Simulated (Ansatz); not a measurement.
Isolated molecules relaxed with PBE0-D4/def2-TZVP in Ansatz; ΔE leaves out vibrations. CCSD(T)/CBS adds triple-zeta CCSD(T) − MP2 to the extrapolated MP2 energy (def2 sets, frozen cores). This one scheme is used for every species. DFT in def2-TZVPP. One conformer a species, not always the lowest.

`N#CC(O)S` + H₂ → `OCS` + `C#N`  (hydrogenolysis of a C–C bond)

`N#CC(O)S`:

Cartesian coordinates in Å:
```
N -1.936 1.669 0.072
C -1.030 0.982 -0.094
C 0.141 0.113 -0.261
O 1.182 0.454 0.593
S -0.467 -1.600 -0.071
H 0.520 0.239 -1.276
H 0.900 0.297 1.502
H 0.691 -2.155 -0.466
```

H₂:

Cartesian coordinates in Å:
```
H -0.045 0.320 0.186
H 0.045 -0.320 -0.186
```

`OCS`:

Z-matrix (Å, degrees):
```
C
S 1 1.793
O 1 1.405 2 110.6
H 1 1.095 2 109.2 3 123.4
H 1 1.097 2 104.5 3 -120.8
H 2 1.343 1 96.4 3 -70.0
H 3 0.962 1 108.1 2 177.5
```

`C#N`:

```xyz
3

C    -0.005    0.024    0.008
N     0.237   -1.036   -0.354
H    -0.231    1.012    0.346
```

```csv
level,ΔE (kJ/mol)
PBE,-28.8
MP2/def2-SVP,-24.6
```

Question: What does CCSD(T)/CBS give? (An estimate is asked.)

Answer: Ansatz gave: -39.0 kJ/mol. The listed levels differ from it by 10.2, 14.4 kJ/mol.

Largest T1 diagnostic among the species: 0.014.

At CCSD(T), def2-SVP lies +9.2 kJ/mol from the extrapolated value and def2-TZVPP +2.5 kJ/mol. From BLYP to BHLYP (50 % exact exchange), in def2-TZVPP and without D4, ΔE moves by −9.7 kJ/mol.
